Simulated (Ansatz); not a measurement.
Species: C₃H₇O, net charge 1, singlet state. It need not be the lowest isomer of its formula. 
Structure (B3LYP-D3(BJ)/def2-TZVP (Ansatz, a quantum-chemistry and plane-wave program) minimum search):
```
C
O 1 1.2757
H 2 0.9771 1 114.57
C 1 1.4647 2 115.92 3 -177.94
H 4 1.0872 1 112.04 2 -17.43
H 4 1.0909 5 112.14 1 125.31
H 4 1.1002 5 108.66 6 117.02
C 1 1.4692 2 121.48 3 2.28
H 8 1.0895 1 113.34 2 -16.54
H 8 1.0914 9 110.84 1 124.85
H 8 1.0992 9 108.81 10 116.24
```
Charge +1, spin multiplicity 1.

Parts of the frozen-core correlation energy in cc-pVDZ (Ansatz, hartree). Frozen orbitals: 4; correlated occupied orbitals by spin: 12 and 12; virtual: 75 and 75. Spin-orbit coupling is left out. Non-relativistic.

```
term                            value
-------------------------  ----------
reference (HF)             -192.30894
MP2 opposite-spin                   …
MP2 same-spin                       …
CCSD correlation                    …
(T)                          -0.01866
T1 diagnostic                   0.015
largest doubles amplitude       0.053
```

Question: What belongs in the gaps?

Answer: 
- MP2 opposite-spin, value: -0.44682
- MP2 same-spin, value: -0.14156
- CCSD correlation, value: -0.63401
